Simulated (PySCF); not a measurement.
# C₄H₅F: electronic excitations at several levels of theory

How much do the electronic excitations of C₄H₅F (`C#C[C@H](C)F`) depend on the level of theory, and what does each level cost?

Computed with PySCF 2.14.0, with density-fitted response routines of our own, on a single molecule in the gas phase. Atoms count from 0, in the outputs and in this text.

## (1) The molecule as given

10 atoms, charge 0, multiplicity 1; geometry from: GFN2-xTB. The atoms were then displaced at random by about 0.01 Å, so the start is not that level's minimum.

Bonds of the start (Å): C0–C1 1.23, C1–C2 1.47, C2–C3 1.49, C2–F4 1.38, C0–H5 1.02, C2–H6 1.11, C3–H7 1.09, C3–H8 1.09, C3–H9 1.12.

## (2) Geometry optimisation at PBE0-D3(BJ)/def2-SVP

What the job is given:

```
{"job": {"xc": "PBE0", "basis": "def2-SVP", "d3": "d3bj", "grid": 1, "shake": 0.01, "kind": "geom"}, "charge": 0, "multiplicity": 1}
C      2.288360    -0.022440    -0.267720
C      1.117020     0.278240    -0.069860
C     -0.296190     0.624290     0.119830
C     -1.131890    -0.609410     0.106860
F     -0.688370     1.486370    -0.886990
H      3.271510    -0.241120    -0.428730
H     -0.383400     1.185330     1.068340
H     -1.039090    -1.124900    -0.844180
H     -0.879440    -1.274700     0.936610
H     -2.208090    -0.322590     0.244780
```

On the command line:

```
$ OMP_NUM_THREADS=1 python probes_run.py task.json out
```

The driver reads the jobs from task.json and runs them one after another.

The log of the run:

```text
step   0  E = -254.71952381  max force = 0.078804
step   1  E = -254.72280624  max force = 0.011473
step   2  E = -254.72339294  max force = 0.005901
step   3  E = -254.72389915  max force = 0.005688
step   4  E = -254.72398913  max force = 0.002840
step   5  E = -254.72400634  max force = 0.000286
step   6  E = -254.72400798  max force = 0.000165
optimisation converged
```

It took 19 s on 1 thread of Arm Neoverse V1, shared host; peak memory 0.39 GiB.

Step by step:

| step | energy from step 0 (eV) | largest force component (eV/Å) |
| --- | --- | --- |
| 0 | 0.0000 | 4.0523 |
| 1 | -0.0893 | 0.5900 |
| 2 | -0.1053 | 0.3034 |
| 3 | -0.1191 | 0.2925 |
| 4 | -0.1215 | 0.1460 |
| 5 | -0.1220 | 0.0147 |
| 6 | -0.1220 | 0.0085 |

Distances of close pairs at the start and the end, largest changes first:

| bond | before (Å) | after (Å) | change (Å) |
| --- | --- | --- | --- |
| C0–H5 | 1.020 | 1.075 | +0.055 |
| C2–C3 | 1.490 | 1.515 | +0.025 |
| C3–H9 | 1.122 | 1.099 | -0.023 |
| C0–C1 | 1.225 | 1.210 | -0.016 |
| C3–H7 | 1.086 | 1.099 | +0.013 |
| C3–H8 | 1.093 | 1.099 | +0.006 |
| C1–C2 | 1.467 | 1.465 | -0.003 |
| C2–F4 | 1.382 | 1.380 | -0.003 |

The next job starts from the end point, and lists it.

| at the end point | value |
| --- | --- |
| point group (found at 0.08 Å tolerance) | C1 |
| rotational constants (GHz, main isotopes) | 8.911, 3.849, 2.898 |
| dipole moment (D) | 1.80 |

## (3) Excited states and response: PBE0/def2-TZVP

What the job is given:

```
{"job": {"kind": "uv", "xc": "PBE0", "basis": "def2-TZVP"}, "charge": 0, "multiplicity": 1}
C      2.295672     0.116778    -0.230487
C      1.116870     0.347940    -0.086323
C     -0.311421     0.606235     0.109448
C     -1.139526    -0.662513     0.090763
F     -0.772622     1.459579    -0.871600
H      3.343138    -0.084958    -0.362450
H     -0.439659     1.126669     1.076281
H     -1.016257    -1.178113    -0.872044
H     -0.824820    -1.340684     0.896394
H     -2.200734    -0.411441     0.228548
```

With the program's defaults for keys left out, this is: TDDFT PBE0/def2-TZVP, vertical, gas phase, core orbitals frozen in the response.

The log of the run:

```text
coarse grid: 8536 points
cycle   1  E = -254.9537154557  dE =  4.994e-01  |g| = 5.683e-01  |ddm| = 3.041e+00
cycle   2  E = -254.9222067303  dE =  3.151e-02  |g| = 7.505e-01  |ddm| = 2.082e+00
cycle   3  E = -255.0129432516  dE = -9.074e-02  |g| = 1.034e-01  |ddm| = 1.416e+00
cycle   4  E = -255.0145340250  dE = -1.591e-03  |g| = 5.208e-02  |ddm| = 1.050e-01
cycle   5  E = -255.0150556238  dE = -5.216e-04  |g| = 2.369e-02  |ddm| = 4.840e-02
cycle   6  E = -255.0151843233  dE = -1.287e-04  |g| = 3.430e-03  |ddm| = 2.745e-02
cycle   7  E = -255.0151869480  dE = -2.625e-06  |g| = 7.349e-04  |ddm| = 5.454e-03
final grid: 83296 points
cycle   8  E = -255.0108397868  dE = -4.964e-05  |g| = 6.007e-03  |ddm| = 1.012e-01
cycle   9  E = -255.0108361893  dE =  3.598e-06  |g| = 7.553e-03  |ddm| = 1.186e-02
cycle  10  E = -255.0108474069  dE = -1.122e-05  |g| = 1.278e-03  |ddm| = 7.299e-03
cycle  11  E = -255.0108476481  dE = -2.411e-07  |g| = 5.131e-04  |ddm| = 1.738e-03
cycle  12  E = -255.0108477003  dE = -5.219e-08  |g| = 2.245e-04  |ddm| = 5.819e-04
cycle  13  E = -255.0108477116  dE = -1.132e-08  |g| = 2.753e-05  |ddm| = 3.760e-04
cycle  14  E = -255.0108477117  dE = -1.478e-10  |g| = 8.569e-06  |ddm| = 4.321e-05
converged SCF energy = -255.0108477117

Static polarisability (au): isotropic 46.133, principal 36.411 38.631 63.357

Singlet excitations
state   eV       nm        f      main configurations
  1   6.2176    199.4   0.00019   H->L 0.95
  2   6.7493    183.7   0.00205   H-1->L 0.53, H->L+1 0.43
  3   7.0027    177.1   0.00032   H-1->L+1 0.89
  4   8.3215    149.0   0.11453   H->L+2 0.63, H->L+1 0.24
  5   8.6897    142.7   0.04052   H-1->L+2 0.80
  6   8.7698    141.4   0.00365   H-2->L 0.92
  7   8.8478    140.1   0.01074   H->L+3 0.94
  8   9.0146    137.5   0.00374   H-3->L 0.91
  9   9.1333    135.7   0.00297   H-1->L+3 0.93
 10   9.2804    133.6   0.39403   H-2->L+1 0.38, H->L+2 0.16, H->L+1 0.12

Triplet excitations (Tamm-Dancoff, eV): 5.1577 5.5757 5.7311 6.6214
```

Wall time 21 s (1 thread of Arm Neoverse V1, shared host); peak memory 0.75 GiB.

Frontier orbitals and where they lie:

| orbital | eV | atoms |
| --- | --- | --- |
| HOMO−3 | -10.36 | F4 48 %, C3 17 %, C2 16 % |
| HOMO−2 | -10.10 | F4 37 %, C2 18 %, C3 14 % |
| HOMO−1 | -8.37 | C0 47 %, C1 44 % |
| HOMO | -8.07 | C0 46 %, C1 37 %, C2 7 % |
| LUMO | 0.28 | C0 39 %, C1 28 %, C2 19 % |
| LUMO+1 | 0.72 | C0 35 %, C1 26 %, C2 11 % |
| LUMO+2 | 1.67 | H8 19 %, C0 16 %, C1 14 % |

With each of the 10 states as a Gaussian band of 0.4 eV half-width at 1/e, the curve within the window shown has maxima at 146 nm (ε 5,800), 133 nm (ε 16,000) L/(mol cm). Beyond the last state computed it falls off for lack of states. The curve at chosen wavelengths:

```
 nm  ε (L/mol/cm)
129          9175
133         16468
136         14052
140          7628
144          5782
147          5780
151          4551
154          2840
158          1020
162           245
165            71
169            27
173            43
176            64
180            88
184            92
187            82
191            60
195            38
198            25
202            15
205            10
209             6
213             3
216             2
220             1
```

Further results of this job:

| property | computed |
| --- | --- |
| dipole moment (D) | 1.81 |
| polarisability (Å³) | 6.84 |
| HOMO–LUMO gap (eV) | 8.35 |
| −ε(HOMO) (eV) | 8.07 |

## (4) Ultraviolet spectrum: PBE0/aug-cc-pVDZ

The job, as its differences from that of step 3:

```diff
@@ -1,2 +1,2 @@
-{"job": {"kind": "uv", "xc": "PBE0", "basis": "def2-TZVP"}, "charge": 0, "multiplicity": 1}
+{"job": {"kind": "uv", "xc": "PBE0", "basis": "aug-cc-pVDZ"}, "charge": 0, "multiplicity": 1}
 C      2.295672     0.116778    -0.230487
```

Level: TDDFT PBE0/aug-cc-pVDZ, vertical, gas phase, core orbitals frozen in the response.

The log of the run:

```text
coarse grid: 8536 points
cycle   1  E = -254.8784700825  dE =  5.227e-01  |g| = 5.076e-01  |ddm| = 1.207e+01
cycle   2  E = -254.8525089688  dE =  2.596e-02  |g| = 6.665e-01  |ddm| = 2.302e+00
cycle   3  E = -254.9304190033  dE = -7.791e-02  |g| = 9.352e-02  |ddm| = 1.147e+00
cycle   4  E = -254.9319257108  dE = -1.507e-03  |g| = 4.265e-02  |ddm| = 2.206e-01
cycle   5  E = -254.9322861879  dE = -3.605e-04  |g| = 1.967e-02  |ddm| = 1.041e-01
cycle   6  E = -254.9323788236  dE = -9.264e-05  |g| = 3.013e-03  |ddm| = 5.022e-02
cycle   7  E = -254.9323809913  dE = -2.168e-06  |g| = 6.128e-04  |ddm| = 8.116e-03
final grid: 83296 points
cycle   8  E = -254.9403904780  dE = -2.306e-05  |g| = 6.733e-03  |ddm| = 1.395e-01
cycle   9  E = -254.9403840874  dE =  6.391e-06  |g| = 9.100e-03  |ddm| = 3.442e-02
cycle  10  E = -254.9404005900  dE = -1.650e-05  |g| = 1.360e-03  |ddm| = 1.509e-02
cycle  11  E = -254.9404009508  dE = -3.608e-07  |g| = 4.496e-04  |ddm| = 3.758e-03
cycle  12  E = -254.9404009967  dE = -4.590e-08  |g| = 1.579e-04  |ddm| = 1.090e-03
cycle  13  E = -254.9404010023  dE = -5.593e-09  |g| = 2.269e-05  |ddm| = 2.848e-04
cycle  14  E = -254.9404010024  dE = -1.147e-10  |g| = 7.670e-06  |ddm| = 9.479e-05
converged SCF energy = -254.9404010024

Static polarisability (au): isotropic 49.631, principal 40.350 42.987 65.556

Singlet excitations
state   eV       nm        f      main configurations
  1   6.1550    201.4   0.00006   H->L+1 0.66, H->L 0.26
  2   6.6553    186.3   0.00469   H-1->L+1 0.30, H-1->L 0.16, H->L 0.14
  3   6.8907    179.9   0.00192   H-1->L 0.29, H-1->L+4 0.19, H-1->L+3 0.10
  4   7.1200    174.1   0.04494   H->L 0.46, H->L+2 0.20, H->L+1 0.15
  5   7.4362    166.7   0.03991   H-1->L 0.40, H-1->L+2 0.33, H-1->L+4 0.10
  6   7.5838    163.5   0.03841   H->L+2 0.64, H->L+4 0.16
  7   7.7761    159.4   0.01703   H->L+3 0.86
  8   7.9151    156.6   0.00342   H-1->L+2 0.50, H-1->L+4 0.24, H-1->L+3 0.12
  9   8.0903    153.3   0.00969   H-1->L+3 0.70, H-1->L+4 0.15
 10   8.1273    152.6   0.01572   H->L+5 0.63, H->L+4 0.31

Triplet excitations (Tamm-Dancoff, eV): 5.1450 5.5560 5.7144 6.5508
```

Run time: 17 s. Hardware: 1 thread of Arm Neoverse V1, shared host; peak memory 0.73 GiB.

This run: HOMO -8.08 eV, LUMO -0.13 eV; lowest singlet 6.16 eV.

## (5) TDDFT and polarisability: PBE0/def2-TZVPD

The job, as its differences from that of step 4:

```diff
@@ -1,2 +1,2 @@
-{"job": {"kind": "uv", "xc": "PBE0", "basis": "aug-cc-pVDZ"}, "charge": 0, "multiplicity": 1}
+{"job": {"kind": "uv", "xc": "PBE0", "basis": "def2-TZVPD"}, "charge": 0, "multiplicity": 1}
 C      2.295672     0.116778    -0.230487
```

Level: TDDFT PBE0/def2-TZVPD, vertical, gas phase, core orbitals frozen in the response.

The log of the run:

```text
coarse grid: 8536 points
cycle   1  E = -254.9549319011  dE =  5.003e-01  |g| = 5.684e-01  |ddm| = 3.613e+00
cycle   2  E = -254.9217561682  dE =  3.318e-02  |g| = 7.568e-01  |ddm| = 1.629e+00
cycle   3  E = -255.0141448959  dE = -9.239e-02  |g| = 1.045e-01  |ddm| = 8.038e-01
cycle   4  E = -255.0157800642  dE = -1.635e-03  |g| = 5.095e-02  |ddm| = 1.198e-01
cycle   5  E = -255.0162672536  dE = -4.872e-04  |g| = 2.405e-02  |ddm| = 4.593e-02
cycle   6  E = -255.0164001296  dE = -1.329e-04  |g| = 3.518e-03  |ddm| = 1.948e-02
cycle   7  E = -255.0164029151  dE = -2.785e-06  |g| = 7.275e-04  |ddm| = 4.285e-03
final grid: 83296 points
cycle   8  E = -255.0120661039  dE = -5.122e-05  |g| = 5.987e-03  |ddm| = 2.392e-01
cycle   9  E = -255.0120625463  dE =  3.558e-06  |g| = 7.527e-03  |ddm| = 1.797e-02
cycle  10  E = -255.0120736716  dE = -1.113e-05  |g| = 1.272e-03  |ddm| = 6.419e-03
cycle  11  E = -255.0120739091  dE = -2.375e-07  |g| = 5.017e-04  |ddm| = 1.230e-03
cycle  12  E = -255.0120739574  dE = -4.832e-08  |g| = 2.305e-04  |ddm| = 4.690e-04
cycle  13  E = -255.0120739695  dE = -1.203e-08  |g| = 2.838e-05  |ddm| = 1.818e-04
cycle  14  E = -255.0120739696  dE = -1.602e-10  |g| = 8.740e-06  |ddm| = 5.324e-05
converged SCF energy = -255.0120739696

Static polarisability (au): isotropic 49.766, principal 40.539 43.155 65.604

Singlet excitations
state   eV       nm        f      main configurations
  1   6.1633    201.2   0.00005   H->L 0.72, H->L+1 0.23
  2   6.6791    185.6   0.00351   H-1->L 0.41, H->L+1 0.22, H->L+2 0.14
  3   6.9305    178.9   0.00075   H-1->L+1 0.41, H-1->L+2 0.30, H-1->L 0.10
  4   7.3891    167.8   0.05873   H->L+1 0.39, H->L+2 0.36, H->L 0.17
  5   7.7090    160.8   0.05128   H-1->L+2 0.55, H-1->L+1 0.22, H-1->L 0.18
  6   8.0227    154.5   0.05384   H->L+3 0.37, H->L+4 0.28, H->L+2 0.22
  7   8.2848    149.7   0.02083   H->L+3 0.48, H->L+4 0.45
  8   8.3513    148.5   0.00694   H-1->L+3 0.52, H-1->L+4 0.30, H-1->L+2 0.09
  9   8.5804    144.5   0.06745   H-1->L+4 0.43, H-1->L+3 0.34
 10   8.6597    143.2   0.03643   H-2->L 0.60, H->L+5 0.18

Triplet excitations (Tamm-Dancoff, eV): 5.1396 5.5437 5.7026 6.5689
```

It took 35 s on 1 thread of Arm Neoverse V1, shared host; peak memory 0.84 GiB.

In short: HOMO -8.09 eV, LUMO 0.07 eV; lowest singlet 6.16 eV.

## (6) Ultraviolet spectrum: PBE0/6-31+G*

The job, as its differences from that of step 5:

```diff
@@ -1,2 +1,2 @@
-{"job": {"kind": "uv", "xc": "PBE0", "basis": "def2-TZVPD"}, "charge": 0, "multiplicity": 1}
+{"job": {"kind": "uv", "xc": "PBE0", "basis": "6-31+G*"}, "charge": 0, "multiplicity": 1}
 C      2.295672     0.116778    -0.230487
```

Method: TDDFT PBE0/6-31+G*, vertical, gas phase, core orbitals frozen in the response.

The log of the run:

```text
coarse grid: 8536 points
cycle   1  E = -254.8891414571  dE =  5.138e-01  |g| = 5.051e-01  |ddm| = 7.570e+00
cycle   2  E = -254.8675505658  dE =  2.159e-02  |g| = 6.454e-01  |ddm| = 4.336e+00
cycle   3  E = -254.9417267156  dE = -7.418e-02  |g| = 9.456e-02  |ddm| = 3.876e+00
cycle   4  E = -254.9432526330  dE = -1.526e-03  |g| = 4.207e-02  |ddm| = 3.418e-01
cycle   5  E = -254.9436071394  dE = -3.545e-04  |g| = 1.895e-02  |ddm| = 1.018e-01
cycle   6  E = -254.9436938255  dE = -8.669e-05  |g| = 2.884e-03  |ddm| = 4.127e-02
cycle   7  E = -254.9436957887  dE = -1.963e-06  |g| = 6.417e-04  |ddm| = 1.460e-02
final grid: 83296 points
cycle   8  E = -254.9163141787  dE = -1.904e-05  |g| = 7.075e-03  |ddm| = 1.916e-01
cycle   9  E = -254.9163065910  dE =  7.588e-06  |g| = 9.802e-03  |ddm| = 4.295e-02
cycle  10  E = -254.9163251785  dE = -1.859e-05  |g| = 1.273e-03  |ddm| = 2.298e-02
cycle  11  E = -254.9163255048  dE = -3.263e-07  |g| = 4.180e-04  |ddm| = 3.825e-03
cycle  12  E = -254.9163255449  dE = -4.009e-08  |g| = 1.441e-04  |ddm| = 1.015e-03
cycle  13  E = -254.9163255496  dE = -4.700e-09  |g| = 2.199e-05  |ddm| = 5.423e-04
cycle  14  E = -254.9163255497  dE = -1.158e-10  |g| = 6.851e-06  |ddm| = 1.135e-04
converged SCF energy = -254.9163255497

Static polarisability (au): isotropic 44.638, principal 34.828 36.776 62.309

Singlet excitations
state   eV       nm        f      main configurations
  1   6.1955    200.1   0.00004   H->L 0.79, H->L+1 0.14
  2   6.7173    184.6   0.00446   H-1->L 0.45, H->L+1 0.30
  3   6.9625    178.1   0.00065   H-1->L+1 0.57, H-1->L+3 0.13
  4   7.4798    165.8   0.06687   H->L+2 0.50, H->L+1 0.27, H->L 0.10
  5   7.7727    159.5   0.06215   H-1->L+2 0.56, H-1->L 0.14, H->L+2 0.10
  6   7.8850    157.2   0.04894   H->L+2 0.28, H->L+4 0.21, H->L+3 0.21
  7   8.2007    151.2   0.02069   H-1->L+3 0.32, H-1->L+4 0.22, H-1->L+2 0.18
  8   8.2299    150.7   0.01631   H->L+3 0.42, H->L+4 0.35, H-1->L+3 0.09
  9   8.4926    146.0   0.08753   H-1->L+3 0.36, H-1->L+4 0.29, H->L+6 0.11
 10   8.5588    144.9   0.14428   H->L+6 0.34, H-1->L+4 0.21, H->L+4 0.09

Triplet excitations (Tamm-Dancoff, eV): 5.1457 5.5807 5.7416 6.5991
```

It took 10 s on 1 thread of Arm Neoverse V1, shared host; peak memory 0.5 GiB.

In short: HOMO -8.07 eV, LUMO 0.11 eV; lowest singlet 6.20 eV.

## (7) Run by run: electronic excitations

Excitations and ground-state properties, with basis size and wall time:

| run | lowest singlet (eV) | brightest (eV) | f | gap (eV) | α (Å³) | μ (D) | functions | time |
| --- | --- | --- | --- | --- | --- | --- | --- | --- |
| PBE0/def2-TZVP | 6.22 | 9.28 | 0.394 | 8.35 | 6.84 | 1.81 | 185 | 21 s |
| PBE0/aug-cc-pVDZ | 6.16 | 7.12 | 0.045 | 7.96 | 7.35 | 1.85 | 160 | 17 s |
| PBE0/def2-TZVPD | 6.16 | 8.58 | 0.067 | 8.17 | 7.37 | 1.84 | 233 | 35 s |
| PBE0/6-31+G* | 6.20 | 8.56 | 0.144 | 8.18 | 6.61 | 1.99 | 100 | 10 s |

## (8) Summary of results

| quantity | value |
| --- | --- |
| point group | C1 |
| rotational constants (main isotopes) | 8.91, 3.85, 2.90 GHz |
| lowest singlet (PBE0/def2-TZVP) | 6.22 eV (199 nm), f = 0.000 |
| brightest single state of those computed | state 10, 9.28 eV, f = 0.394 |
| lowest triplet | 5.16 eV |
| range of the lowest singlet | 6.16 to 6.22 eV |

**Reading.** Single values in the summary come from the first run of each kind that ended normally (PBE0/def2-TZVP), which need not be the best level. Relaxing lowered the energy by 0.122 eV in 6 steps; the close pair that moved most is C0–H5, from 1.020 to 1.075 Å. No frequency check was run at this level, so the end point may be a saddle. The first singlet state (HOMO→LUMO 0.95) lies at 6.22 eV and is dark; of the 10 states computed, the strongest absorption comes from state 10 at 9.28 eV (the last computed, so partners may be missing). The lowest triplet lies 1.06 eV below the lowest singlet (triplets in Tamm-Dancoff, singlets in full TDDFT). States above −ε(HOMO) lie where TDDFT describes them poorly and they hang on the basis; the brightest is among them. The basis of PBE0/def2-TZVP has no diffuse functions, so Rydberg states are missing and the high states are unreliable. The lowest singlet runs from 6.16 eV (PBE0/aug-cc-pVDZ) to 6.22 eV (PBE0/def2-TZVP), while the orbital gap spans 7.96 to 8.35 eV. The lowest state need not be the same one in every run. The runs solved for a few states only, so the brightest column depends on that window.
